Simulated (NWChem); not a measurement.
formaldehyde (CH2O)

```xyz
4

C      0.0000     0.0000     0.5228
O      0.0000     0.0000    -0.6733
H     -0.9444     0.0000     1.1247
H      0.9444     0.0000     1.1247
```
Charge 0, spin multiplicity 1.

Everything below was run with NWChem. All single points use one geometry, from PBE0/def2-SVP, a minimum by its harmonic frequencies.

Static limit.

**Question.** Give the polarisability tensor in bohr³ at PBE0/def2-SVPD, in the frame of the coordinates, and its isotropic mean.

**Answer.** 
```
17.77   0.00   0.00
 0.00  12.65   0.00
 0.00   0.00  21.98
```
Mean (one third of the trace): 17.46 bohr³.
